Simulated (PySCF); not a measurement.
# PO: a composite coupled-cluster curve

Aim: bond length, wavenumber and bond energy of PO near the limit of CCSD(T), built from two basis sets and any small corrections listed.

Computed with PySCF 2.14.0. Level: CCSD(T) on ROHF, no relativity in the base curves; scalar relativity is added as a correction.

2 further runs of the same task are left out: 2 set aside as unsound or not needed.

**1. The job**

| Quantity | Value |
| --- | --- |
| molecule | PO |
| state | doublet, unpaired electrons π ↑ |
| smaller basis | P cc-pV(T+d)Z, O cc-pVTZ |
| larger basis | P cc-pV(Q+d)Z, O cc-pVQZ |
| frozen core orbitals | 6 |
| extrapolation | correlation as n⁻³ (n = 3, 4), Hartree–Fock as (n+1)·exp(−9√n) |
| corrections | core–valence correlation, scalar relativity |
| distances (Å) | 1.3036, 1.3629, 1.4221, 1.4814, 1.5406, 1.6147, 1.6888 |
| masses (u) | 30.9738, 15.9949 |
| dissociation limit | P + O |

The run is started by

```
$ OMP_NUM_THREADS=4 python comp.py task.json out
```

**2. The runs**

**Question.** What will these runs give? Wanted: for each run, Re; ωe; ωexe; αe; De.

As calculated:

| level | Re (Å) | ωe (cm⁻¹) | ωexe (cm⁻¹) | αe (cm⁻¹) | De (eV) |
| --- | --- | --- | --- | --- | --- |
| CCSD(T)/cc-pVTZ(-PP) | 1.4869 | 1229.0 | 6.49 | 0.00528 | 5.741 |
| CCSD(T)/cc-pVQZ(-PP) | 1.4824 | 1233.4 | 6.34 | 0.00528 | 6.003 |
| HF/CBS | 1.4359 | 1437.7 | 5.41 | 0.00449 | 2.765 |
| MP2/CBS | 1.4884 | 1208.7 | 5.84 | 0.00523 | 6.598 |
| CCSD/CBS | 1.4680 | 1298.9 | 5.75 | 0.00489 | 5.790 |
| CCSD(T)/CBS | 1.4805 | 1239.2 | 6.27 | 0.00524 | 6.149 |
| CCSD(T)/CBS+CV | 1.4776 | 1243.5 | 6.28 | 0.00526 | 6.174 |
| CCSD(T)/CBS+CV+SR | 1.4774 | 1241.4 | 6.27 | 0.00527 | 6.161 |

**Reading.** The last step gives Re = 1.4774 Å, ωe = 1241.4 cm⁻¹ and De = 6.161 eV; the smaller basis alone is off from it by +9.4 mÅ and -0.42 eV. Near the minimum the mean field binds by 2.69 eV and correlation adds 3.46 eV of binding. T1 is 0.029. Spin–orbit coupling and excitations beyond (T) are left out.
